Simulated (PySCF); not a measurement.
Several molecules and their computed UV-vis stick spectra, shuffled. Computed with TDDFT CAM-B3LYP/def2-SVPD, vertical, gas phase, core orbitals frozen in the response (PySCF). Geometries: PBE0-D3(BJ)/def2-SVP; one conformer of each isolated species. Triplets are in the Tamm–Dancoff approximation. Relativistic effects are left out although some hold elements past zinc.

A. `C1=CC2=NSN=C2C=C1`
B. `[H]/N=C/c1ccc(N)cc1`
C. `FC(F)(F)OC1=COCC1`
D. `CC(=O)[SiH2]C#[C][GeH3]`

Lowest singlet levels (six at most, fewer where fewer were computed) with oscillator strengths:

1. 265 nm (f 0.203); 255 nm (f 0.291); 248 nm (f 0.001); 220 nm (f 0.002); 205 nm (f 0.189); 196 nm (f 0.006)
2. 212 nm (f 0.004); 206 nm (f 0.152); 190 nm (f 0.000); 179 nm (f 0.001); 177 nm (f 0.000); 168 nm (f 0.021); T1 3.85 eV
3. 298 nm (f 0.055); 269 nm (f 0.240); 259 nm (f 0.000); 228 nm (f 0.000); 194 nm (f 0.367); 193 nm (f 0.017); T1 2.65 eV
4. 346 nm (f 0.001); 225 nm (f 0.000); 217 nm (f 0.037); 216 nm (f 0.004); 195 nm (f 0.171); 188 nm (f 0.071)

Task: Which spectrum belongs to which structure?

Result: 1 = B, 2 = C, 3 = A, 4 = D.
- A: S1 at 4.16 eV, HOMO→LUMO (98%); Löwdin shares by element: HOMO carbon 63% or more (atoms not listed hold the other 37%); LUMO nitrogen 32%, sulfur 23%, carbon 8% or more (atoms not listed hold the other 36%); HOMO -8.33 and LUMO -1.52 eV; point group C2v, 2 of its 6 listed states under f = 0.0005.
- B: S1 at 4.67 eV, HOMO→LUMO (53%), HOMO→LUMO+1 (36%); Löwdin shares by element: HOMO carbon 40% or more, nitrogen 21% or more (atoms not listed hold the other 38%); LUMO carbon 41% or more, nitrogen 20% or more (atoms not listed hold the other 39%); HOMO -7.15 and LUMO 0.07 eV.
- C: S1 at 5.84 eV, HOMO→LUMO (89%); Löwdin shares by element: HOMO carbon 46% or more, oxygen 37% (atoms not listed hold the other 17%); LUMO carbon 40% or more, hydrogen 8% or more (atoms not listed hold the other 52%); HOMO -7.63 and LUMO 1.17 eV.
- D: S1 at 3.58 eV, HOMO→LUMO (82%), HOMO→LUMO+3 (12%); Löwdin shares by element: HOMO oxygen 46%, carbon 27% or more, silicon 11% (atoms not listed hold the other 16%); LUMO carbon 36% or more, oxygen 23%, silicon 15% (atoms not listed hold the other 26%); HOMO -8.36 and LUMO -0.22 eV.
